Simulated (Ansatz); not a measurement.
Reaction (SMILES): FCF → [CH-](F)F + H+
B3LYP-D3(BJ)/def2-TZVP geometries, fixed; electronic energies without zero-point terms.

Effect of a fitting basis named in the input at HF/cc-pVTZ with Ansatz (a first-principles code), against the last row, where the deprotonation energy is 422.37 kcal/mol. The default fits or decomposes integrals by the program's own choice; accuracy: high also tightens integrals, grids and stops.

| setting | largest shift of a total energy (mEh) | shift of the deprotonation energy (kcal/mol) |
|---|---|---|
| fitting: def2-SV(P)-JKFIT | 0.092 | 0.026 |
| fitting: def2-universal-JKFIT | 0.092 | 0.026 |
| fitting: cc-pVTZ-JKFIT | 0.060 | 0.002 |
| fitting: cc-pVQZ-JKFIT | 0.013 | -0.002 |
| fitting: cc-pV5Z-JKFIT | -0.003 | -0.003 |
| accuracy: high | -0.012 | -0.002 |
| accuracy: medium (default) | 0.000 | 0.000 |

Within 0.02 kcal/mol in the deprotonation energy: fitting: cc-pVTZ-JKFIT; fitting: cc-pVQZ-JKFIT; fitting: cc-pV5Z-JKFIT; accuracy: high. The largest shift is 0.092 mEh in a total energy and 0.026 kcal/mol in the difference.
